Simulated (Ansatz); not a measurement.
Start from `FCC(=S)S` and change one atom or group to get `OC(=S)S`.

Ansatz, PBE0-D4/def2-TZVP geometries, multiplicity 1. Each molecule was computed in one conformer, which needn't be the lowest.

```tsv
property	`FCC(=S)S`
zero-point energy (PBE0-D4/def2-TZVP) / kJ/mol	124.2
HOMO–LUMO gap (B3LYP/def2-TZVPP) / eV	4.12
HOMO energy (PBE0/def2-TZVPP) / eV	-6.85
HOMO energy (ωB97M-V/def2-TZVPP) / eV	-9.03
HOMO–LUMO gap (PBE/def2-TZVPP) / eV	2.53
ideal-gas entropy at 298 K and 1 bar (rigid rotor, harmonic PBE0-D4/def2-TZVP) / J/(mol·K)	330
```

Problem. What does the change do to each property? (An estimate is asked.)

Solution. The calculation gave: 
| property | `OC(=S)S` | shift |
| --- | --- | --- |
| zero-point energy (PBE0-D4/def2-TZVP) / kJ/mol | 83.0 | -41.2 |
| HOMO–LUMO gap (B3LYP/def2-TZVPP) / eV | 4.98 | 0.86 |
| HOMO energy (PBE0/def2-TZVPP) / eV | -7.03 | -0.18 |
| HOMO energy (ωB97M-V/def2-TZVPP) / eV | -9.20 | -0.17 |
| HOMO–LUMO gap (PBE/def2-TZVPP) / eV | 3.36 | 0.83 |
| ideal-gas entropy at 298 K and 1 bar (rigid rotor, harmonic PBE0-D4/def2-TZVP) / J/(mol·K) | 296 | -34 |

With PBE0 the HOMO falls by 0.18 eV and the LUMO rises by 0.71 eV, so the gap widens by about 0.89 eV. PBE moves the HOMO by -0.18 eV and ωB97M-V by -0.17 eV. The zero-point energy changes by -41.2 kJ/mol with -6 modes. Modes under 60 cm⁻¹, often nearly free rotors, make the harmonic entropy too high.

B3LYP here is the variant with VWN-RPA as its local correlation; programs differ in this.
